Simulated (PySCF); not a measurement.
# C5H8 (3-methylbut-1-yne): the cost of one run

Programs: PySCF 2.14.0, with routines of our own; each step states its level. All values are computed. Atoms count from 0.

### Step 1. The system as given

13 atoms, charge 0, multiplicity 1; geometry from: GFN2-xTB.

### Step 2. Geometry optimisation at PBE0-D3(BJ)/def2-TZVP

The job: settings as JSON, then the geometry in Å.

```
{"job": {"xc": "PBE0", "basis": "def2-TZVP", "d3": "d3bj", "grid": 2, "kind": "geom"}, "charge": 0, "multiplicity": 1}
C      2.166657    -1.129345    -0.475812
C      1.190848    -0.592281    -0.039026
C     -0.004814     0.061027     0.466155
C     -1.237871    -0.786850     0.142900
C     -0.128710     1.462457    -0.137680
H      3.025634    -1.601049    -0.849808
H      0.092160     0.149358     1.556028
H     -1.144778    -1.779441     0.577984
H     -1.349268    -0.893325    -0.934324
H     -2.133696    -0.314041     0.540376
H     -0.221962     1.398808    -1.219932
H      0.749910     2.059748     0.096592
H     -1.008498     1.965421     0.258819
```

Run with:

```bash
> OMP_NUM_THREADS=1 python excited_run.py task.json out
```

One launch serves the whole session: the jobs run in the order shown.

**Question.** How long does this first job take on 1 thread of Arm Neoverse V2, shared host, and how much memory does it need?

About 30 s, with a peak of 0.83 GiB.
